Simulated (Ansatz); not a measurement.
`CCCC#N` + `S=CS` → `CCSC=S` + `CC#N`  (substitution at a C–C bond)

Gas-phase electronic energies from Ansatz, PBE0-D4/def2-TZVP geometries. CBS: MP2 limit from def2 TZ/QZ plus the TZ coupled-cluster correction, frozen cores. This one scheme is used for every species. DFT in def2-TZVPP. Each species was taken in one conformer, which may not be the lowest.

`CCCC#N`:

```xyz
12

C    -0.881   -0.260   -1.317
C    -0.562    0.186    0.098
C     0.903   -0.071    0.451
C     1.235    0.349    1.803
N     1.475    0.687    2.875
H    -1.929   -0.072   -1.559
H    -0.696   -1.330   -1.448
H    -0.270    0.275   -2.049
H    -0.775    1.251    0.218
H    -1.198   -0.340    0.815
H     1.137   -1.136    0.356
H     1.561    0.460   -0.243
```

`S=CS`:

Cartesian coordinates in Å:
```
S 1.546 0.402 -0.671
C 0.317 -0.436 -0.046
S -1.230 0.127 0.455
H 0.387 -1.514 0.117
H -1.020 1.421 0.145
```

`CCSC=S`:

Cartesian coordinates in Å:
```
C 0.202 -1.423 -0.184
C 0.578 -0.270 0.724
S 0.877 1.283 -0.159
C -0.718 1.815 -0.488
S -1.100 3.149 -1.318
H 0.071 -2.338 0.400
H 0.977 -1.602 -0.932
H -0.732 -1.223 -0.713
H 1.515 -0.470 1.249
H -0.182 -0.084 1.486
H -1.487 1.164 -0.064
```

`CC#N`:

Cartesian coordinates in Å:
```
C -0.207 -0.441 0.014
C 0.408 0.871 -0.028
N 0.896 1.911 -0.062
H -0.673 -0.668 -0.945
H 0.546 -1.201 0.228
H -0.970 -0.472 0.793
```

```tsv
species	PBE0-D4 energy (Eh)
`CCCC#N`	-211.20622
`S=CS`	-835.38933
`CCSC=S`	-913.95304
`CC#N`	-132.64434
```

Task: Work out ΔE.

Result: ΔE = (-913.95304) + (-132.64434) − (-211.20622) − (-835.38933) = -0.00183 Eh = -1.1 kcal/mol. CCSD(T)/CBS gives -0.5 kcal/mol.

Largest T1 diagnostic among the species: 0.018.

The D4 term adds −0.8 kcal/mol with B3LYP and −0.5 kcal/mol with PBE0; it sums over pairs of atoms, weighted by their polarisabilities, and B3LYP, whose exchange is more repulsive, gets the larger term. In def2-TZVPP, CCSD(T) changes the Hartree–Fock value by −1.3 kcal/mol (the triples alone add −0.6 kcal/mol) and MP2 by −2.3 kcal/mol.

B3LYP here is the variant with VWN-RPA as its local correlation; programs differ in this.
